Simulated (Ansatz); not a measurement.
Two structures of CH$_{6}$AlCl, closed shell, reached by relaxing down either side of one saddle point (PBE0-D4/def2-TZVP). Energies are electronic, without zero-point energy. Program: Ansatz 0.2.0. Basis: def2-TZVPP and def2-QZVPP. Cores are frozen in the correlated methods. Extrapolation: Hartree–Fock as exp(−7.88 √X), correlation as X^−2.97. First:

```xyz
9
angstrom
Al -0.8867 0.6446 -0.0229
C 1.0628 0.4286 -0.1525
H -1.7580 0.7227 -1.3531
H -1.5336 1.1309 1.3481
H -0.0147 -2.1927 0.3267
Cl -1.2744 -1.9562 0.4032
H 1.3619 -0.2221 -0.9807
H 1.5081 0.0443 0.7709
H 1.5348 1.3998 -0.3397
```

Second:

Al1  (-1.514, 0.189, 0.155)
C2  (1.287, -0.030, -0.125)
H3  (-1.724, 0.949, -1.211)
H4  (-1.234, 0.892, 1.537)
H5  (0.722, -0.882, 0.266)
Cl6  (-1.998, -1.864, 0.187)
H7  (2.061, -0.426, -0.781)
H8  (1.727, 0.523, 0.702)
H9  (0.674, 0.649, -0.730)
(Å)

Which bonds change from the first to the second?

CH₅Al ([CH3][AlH2]) + HCl → AlH₂Cl ([AlH2][Cl]) + CH₄; bonds formed: C2–H5; dative contacts that become bonds: Al1–Cl6; bonds broken: Al1–C2, H5–Cl6.

Give the saddle point's structure and its height above each. (To be estimated.)

By the calculation: 7.25 kcal/mol above the first and 46.06 kcal/mol above the second (CCSD(T) at an estimated basis limit (MP2 extrapolated from triple and quadruple zeta, plus CCSD(T) − MP2 in triple zeta)).
```
9
angstrom
Al -0.9894 0.4771 0.0157
C 1.0127 0.1589 -0.1052
H -1.7026 0.7080 -1.3769
H -1.4675 1.1096 1.3843
H 0.0213 -1.2120 0.1633
Cl -1.1255 -1.9836 0.3766
H 1.4391 -0.3934 -0.9471
H 1.5691 -0.0808 0.8044
H 1.2429 1.2161 -0.3152
```

T1 diagnostic: at most 0.010.

Hydrogen chloride, the by-product of chloride precursors, can attack films and sites by steps of this kind.

Labels in which every atom is bracketed show which atoms are joined, not bond orders.

For scale, one of the runs: CCSD(T)/def2-TZVPP, 199 basis functions, launched by `ansatz run in.yaml --threads 2 --pin off --events-out ev --progress --plain --max-ram 4352MiB`. Hardware: 2 CPU threads of an Arm Neoverse V1, shared host. Wall time 44 s; peak host memory 2.2 GiB.
